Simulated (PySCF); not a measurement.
Gas-phase reaction: 2 CHCl + C3H8 → 2 CH2Cl + C3H6 (propylene)

Computed with PySCF and rigid-rotor harmonic-oscillator thermochemistry at 1 bar. † marks an energy on the PBE0/def2-TZVP geometry and frequencies; other levels use their own. MP2 freezes the core. 6-31G* has spherical d functions here. Open shells (unrestricted): CH2Cl (multiplicity 2); the rest are closed-shell singlets. CH2Cl: computed as isolated molecules; such fragments, hydroxides, amides, oligomers or adducts are transient or little studied in the gas. MP2 isn't extrapolated to the basis-set limit; its ΔH°(298 K) is -324.8 kJ in def2-SVP and -309.6 kJ in def2-TZVPP. The harmonic model lacks anharmonicity and excited electronic states, which grow with temperature; levels with a mode under 35 cm⁻¹ are left out. Internal rotation in C3H8, C3H6 (propylene) is treated as a harmonic vibration of one conformer, which makes the entropy rough. Warning, point group unlike the PBE0 one: CH2Cl (HF/6-31G*).

```json
[
 {"level": "BLYP/def2-TZVP†", "ΔE electronic, kJ": "-294", "ΔH°(298 K), kJ": "-295", "ΔS°(298 K), J/K": "19", "ΔG°(1800 K), kJ": "-340"},
 {"level": "HF/6-31G*", "ΔE electronic, kJ": "-355", "ΔH°(298 K), kJ": "-356", "ΔS°(298 K), J/K": "22", "ΔG°(1800 K), kJ": "-402"},
 {"level": "HF/def2-TZVP†", "ΔE electronic, kJ": "-346", "ΔH°(298 K), kJ": "-346", "ΔS°(298 K), J/K": "19", "ΔG°(1800 K), kJ": "-392"},
 {"level": "M06-2X/def2-TZVP†", "ΔE electronic, kJ": "-295", "ΔH°(298 K), kJ": "-295", "ΔS°(298 K), J/K": "19", "ΔG°(1800 K), kJ": "-341"},
 {"level": "MP2/def2-TZVPP†", "ΔE electronic, kJ": "-309", "ΔH°(298 K), kJ": "-310", "ΔS°(298 K), J/K": "19", "ΔG°(1800 K), kJ": "-355"},
 {"level": "PBE0/def2-QZVP†", "ΔE electronic, kJ": "-327", "ΔH°(298 K), kJ": "-327", "ΔS°(298 K), J/K": "19", "ΔG°(1800 K), kJ": "-373"},
 {"level": "PBE0/def2-SVP†", "ΔE electronic, kJ": "-338", "ΔH°(298 K), kJ": "-338", "ΔS°(298 K), J/K": "19", "ΔG°(1800 K), kJ": "-383"},
 {"level": "LDA/def2-TZVP†", "ΔE electronic, kJ": "-320", "ΔH°(298 K), kJ": "-320", "ΔS°(298 K), J/K": "19", "ΔG°(1800 K), kJ": "-365"}
]
```
ΔH° is lowest at HF/6-31G* and highest at BLYP/def2-TZVP†. No reference value is set beside these.
